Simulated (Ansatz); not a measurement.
## Ansatz (development build ahead of 0.2.0) run

```yaml
crystal:
  periodic: [false, false, false]
  atoms:
    - { symbol: Li, position_ang: [-0.00517, 0.00376, -1.48103] }
    - { symbol: O, position_ang: [-0.00445, -0.00773, 0.33314] }
    - { symbol: H, position_ang: [0.00551, 0.77637, 0.91643] }
    - { symbol: H, position_ang: [0.00236, -0.7586, 0.91843] }
basis:
  gaussian: { orbitals: cc-pVTZ }
total_charge: 1
hamiltonian:
  xc: hf
correlation:
  method: mp2
  frozen_orbitals: { H: 0, Li: 0, O: 1 }
```

The input is written out in the form of the current development build from the run's settings.

The run gave:

* Converged: yes
* Reference energy: -83.35166 hartree
* Correlation energy: -0.27300 hartree
* Total energy: -83.62467 hartree
* Spin squared of the determinant: 0.000
